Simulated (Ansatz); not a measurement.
System: bcc Ba. Method: LDA (Ansatz, a first-principles code, PAW).

Run with plane-wave cutoff 520 eV, 12×12×12 k mesh, Fermi–Dirac smearing 0.1 eV, perturbation theory, scalar-relativistic PAW data made under PBE.

The cell has the measured lattice parameters. Conventional cell: a = 5.0250 Å, b = 5.0250 Å, c = 5.0250 Å, α = 90.00°, β = 90.00°, γ = 90.00°.

Harmonic phonon frequencies (cm⁻¹; i marks an imaginary mode):

```json
[
 {"q point": "H", "frequencies": "69 69 69"},
 {"q point": "N", "frequencies": "___"},
 {"q point": "P", "frequencies": "50 50 50"}
]
```

Question: Fill in the missing entries.

Answer: 
- N, frequencies: 20 50 66

No imaginary mode appears at these points.

Note: the cell isn't this level's own, so it is under some stress, which shifts stiffness and frequencies.
